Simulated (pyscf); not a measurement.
Structures and frequencies: ωB97X-D3(BJ)/def2-SVP in PySCF. MP2 and CC: frozen core, UHF for open shells. ΔMP2 is the change of the MP2 total energy from the triple- to the quadruple-zeta basis.

SMILES: C=CC=C
```xyz
10

C      0.3802     1.4249    -1.5759
C      0.0033     0.5706    -0.6172
C      0.7233     0.3883     0.6505
C      0.3464    -0.4660     1.6092
H      1.2721     2.0508    -1.4603
H     -0.1861     1.5290    -2.5058
H     -0.8946    -0.0438    -0.7603
H      1.6212     1.0027     0.7936
H      0.9128    -0.5701     2.5391
H     -0.5454    -1.0920     1.4936
```

Question: How much does it cost (ΔH, 298 K, CCSD(T)/def2-TZVPP + ΔMP2(QZVPP)) to split `[CH2]=[CH][CH]=[CH2]` at its C–C bond into •HC=CH₂ + •HC=CH₂?

Answer: C–C to •HC=CH₂ + •HC=CH₂: 115.6 kcal/mol. The radicals are drawn with the spin at the cut bond; how far it spreads was not checked. Other isomers of •HC=CH₂ were not searched in full and may lie lower. The CCSD(T) − MP2 part came from Ansatz, without density fitting, on the same reference. A UHF reference is spin-contaminated (<S²> up to 0.96), which harms MP2 most.
